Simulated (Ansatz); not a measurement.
System: fcc Rh. Method: B3LYP (VWN-RPA form) in Ansatz (PAW).

Settings: plane-wave cutoff 460 eV, 14×14×14 k mesh, Fermi–Dirac smearing 0.05 eV, no spin polarisation, scalar-relativistic PAW data made under PBE.

Energies at three volumes about the minimum:

```json
[
 {"V (Å³/atom)": "13.852", "E − E_lowest (meV/atom)": "6.79"},
 {"V (Å³/atom)": "14.117", "E − E_lowest (meV/atom)": "0.00"},
 {"V (Å³/atom)": "14.563", "E − E_lowest (meV/atom)": "6.00"}
]
```

Fit a parabola by hand: where is the minimum, what lattice constant follows, and what is the bulk modulus?

Slopes: (0.00 − 6.79)/(14.117 − 13.852) = -25.623 and (6.00 − 0.00)/(14.563 − 14.117) = 13.453 meV/Å³. Curvature E″ = 2 × (13.453 − (-25.623))/(14.563 − 13.852) = 109.918 meV/Å⁶. From the middle of the first interval, the slope vanishes at V0 = 13.9845 − (-25.623)/109.918 = 14.218 Å³/atom. B = V0 E″ = 14.218 × 109.918 meV/Å³ × 0.1602 GPa per meV/Å³ = 250 GPa. With 4 atoms in the cube, a = (4 × 14.218)^(1/3) = 3.846 Å. The full Birch–Murnaghan fit to all volumes gives V0 = 14.208 Å³/atom and B0 = 246 GPa.

Measured, for comparison: bulk modulus 271 GPa (corrected for temperature and zero-point phonon effects, our sources range from 271 to 289; as tabulated in Levämäki et al. (2014), arXiv:1402.3671); lattice constant a 3.794 Å (static lattice: zero-point anharmonic expansion removed; as tabulated in Mejia-Rodriguez and Trickey (2018), arXiv:1807.09216). Computed (rounded) less measured: bulk modulus -9 % (-9 % to -15 % over the range).

Ansatz is an electronic-structure program.
